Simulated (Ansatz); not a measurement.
Two isomers of CH7Si2: A = `C[SiH][SiH3]`•, B = `[SiH2]C[SiH3]`•.

Program: Ansatz. Geometries: PBE0-D4/def2-TZVP. ΔE: electronic, gas phase. CBS: MP2 limit from def2 TZ/QZ plus the TZ coupled-cluster correction, frozen cores. DFT in def2-TZVPP. B3LYP here is the variant with VWN-RPA as its local correlation; programs differ in this. Open shells (•) are unrestricted, without spin–orbit coupling.

A:

```xyz
10

C     1.407   -1.016    0.373
Si   -0.439   -0.692    0.521
Si   -1.230    1.093   -0.746
H     1.979   -0.187    0.800
H     1.698   -1.129   -0.672
H     1.682   -1.928    0.908
H    -0.849   -0.594    1.952
H    -0.922    0.849   -2.182
H    -0.621    2.402   -0.368
H    -2.704    1.202   -0.586
```

B:

Z-matrix (Å, degrees):
```
C
Si 1 1.874
Si 1 1.875 2 113.9
H 1 1.095 2 108.9 3 121.8
H 1 1.097 2 109.0 3 -121.6
H 2 1.488 1 110.9 3 176.0
H 2 1.487 1 110.1 3 55.9
H 2 1.487 1 110.1 3 -63.7
H 3 1.491 1 112.4 2 173.8
H 3 1.489 1 111.2 2 -62.5
```

Problem. Which isomer does CCSD(T)/CBS put lower? Give the gap. (An estimate is asked.)

Solution. Computed: A, by 2.6 kcal/mol.

Problem. Give E(B) − E(A) in kcal/mol with HF/def2-TZVPP, B2PLYP, r2SCAN-D4, B3LYP, CCSD(T)/def2-TZVPP, CCSD/def2-TZVPP, CCSD(T)/def2-SVP. (An estimate is asked.)

Solution. Ansatz gave: HF/def2-TZVPP 0.9, B2PLYP 2.8, r2SCAN-D4 4.1, B3LYP 3.9, CCSD(T)/def2-TZVPP 2.5, CCSD/def2-TZVPP 2.3, CCSD(T)/def2-SVP 2.4. None reverses the order clearly.

Problem. Does the order hold for the free energy at 298.15 K (harmonic terms from PBE0-D4)? (Estimate.)

Solution. The calculation gave: Yes: G(B) − G(A) = +1.4 kcal/mol.

Largest T1 diagnostic: 0.014.

From BLYP to BHLYP (50 % exact exchange), in def2-TZVPP and without D4, E(B) − E(A) moves by −2.1 kcal/mol. Leaving LDA and LC-ωPBE aside and taking each functional with its dispersion term where it has one, the values, not all of them listed here, spread over 3.7 kcal/mol, from ωB97M-V to PBE-D4. LDA lies −1.0 kcal/mol from PBE without D4.
